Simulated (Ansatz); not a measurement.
**HGe–NH$_{2}$, singlet in cc-pVTZ: errors against RCCSDT(Q)**

Geometry: a PBE0/def2-TZVP stationary point for this spin, not checked as a minimum.

```
atom   x (Å)    y (Å)    z (Å)
  Ge  0.0000  -0.0292   0.3354
   N  0.0000   0.0337  -1.4792
   H  0.0000   1.5671   0.4649
   H  0.0000   0.8718  -2.0380
   H  0.0000  -0.8031  -2.0403
```

Basis cc-pVTZ; Ansatz 0.2.0. Only valence electrons are correlated (noble-gas cores and the filled d shells of p-block atoms frozen), which leaves 12 electrons in 100 orbitals. R marks a restricted (for open shells ROHF) determinant. Active spaces: valence = (12e, 11o) chosen from the atoms' valence shells. No spin–orbit coupling is included, and no scalar relativity.

Full CI isn't at hand for all of this; RCCSDT(Q) serves as the reference, and is uncertain by about the last step of the cluster series.

The UHF ⟨S²⟩ is 0.000 and the T1 diagnostic (RCCSD) is 0.0170. The largest doubles amplitude (RCCSD) is 0.064.

```tsv
level	E − E(RHF) (eV)
RMP2	-8.7248
RCCSD	-9.3466
RCCSD(T)	-9.7144
```

Estimate how far RCCSDT(Q) in cc-pVTZ lies from RCCSD(T). The table doesn't fix it; the size of (T) and the diagnostics are the guide.

RCCSDT(Q) in cc-pVTZ lies 1.43 mEh below RCCSD(T), which is 11 % of the (T) step (-13.52 mEh). The diagnostics are small and one determinant leads, so the series closes fast and only a small part of (T) is left.

The other levels:

```tsv
level	E − E(RCCSDT(Q)) (mEh)	share of correlation (%)	wall time
BCCD(T)	1.36	99.62	3.6 s (H100)
RCCSDT	0.83	99.77	–
CASSCF (valence space)	225.57	37.07	–
NEVPT2 (valence space)	56.79	84.16	6.5 s (H100)
```

The correlation energy at RCCSDT(Q), counted from RHF, is -9.753 eV. That run took 13 s on 2 threads of AMD EPYC 7R13 with a shared H100 80 GB, shared host.

Times hold each run's SCF and search for its determinant on a shared host, so for small cases they say little of a method's own cost; rows without a card ran on 1 thread of AMD EPYC 7R13.

Natural occupations of CASSCF (valence space) about the gap: 1.983 1.978 1.975 1.971 1.966 0.033 0.027 0.025 0.023 0.021; effectively unpaired electrons, Σ n²(2−n)², 0.03.

Atomization energy (electronic, same basis, no zero-point term; atoms at the same level, unrestricted beside the R rows where the molecule is a closed shell, but restricted open-shell past Ca, as are all atoms' steps beyond CCSDT(Q)) at RCCSDT(Q): 1395.0 kJ/mol. Errors of other levels:

| level | error (kJ/mol) |
| --- | --- |
| RHF | -454.7 |
| RMP2 | -5.7 |
| RCCSD | -25.8 |
| RCCSD(T) | -1.4 |
| BCCD(T) | -0.8 |
| RCCSDT | -2.0 |
| CASSCF (valence space) | -129.2 |
| NEVPT2 (valence space) | -60.1 |

This basis is far from its limit, so the value isn't to be set against a measured one.
